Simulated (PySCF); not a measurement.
# C6H9: the cost of one run

Programs: PySCF 2.14.0, with routines of our own; each step states its level. All values are computed. Atoms count from 0.

## 1. The starting structure

15 atoms, charge 0, multiplicity 2; geometry from: GFN2-xTB.

## 2. Open-shell or spin-flip excitations: unrestricted TDA wB97X-D/def2-SVPD

What the job is given:

```
{"job": {"kind": "uabs", "xc": "wB97X-D", "basis": "def2-SVPD", "nstates": 10, "tda": true}, "charge": 0, "multiplicity": 2}
C      3.085637    -0.120690     0.335075
C      1.651917    -0.064693     0.180165
C      0.441078    -0.016677     0.046296
C     -0.913498     0.036510    -0.100983
C     -1.775477    -1.112456     0.302584
C     -1.577600     1.245248    -0.670245
H      3.563947    -0.350506    -0.620193
H      3.465720     0.839409     0.688836
H      3.356671    -0.894357     1.054658
H     -2.497610    -0.803304     1.062877
H     -2.348348    -1.482251    -0.551875
H     -1.177902    -1.928652     0.700959
H     -2.292552     1.662936     0.043659
H     -2.138735     0.986557    -1.572192
H     -0.847662     2.010915    -0.921531
```

Level: unrestricted TDA wB97X-D/def2-SVPD, vertical, gas phase, core orbitals frozen in the response.

Command:

```sh
$ OMP_NUM_THREADS=1 python excited_run.py task.json out
```

One launch serves the whole session: the jobs run in the order shown.

**Question.** How long does this first job take on 1 thread of Intel Xeon Platinum 8488C, shared host, and how much memory does it need?

About 74 s, with a peak of 0.69 GiB.
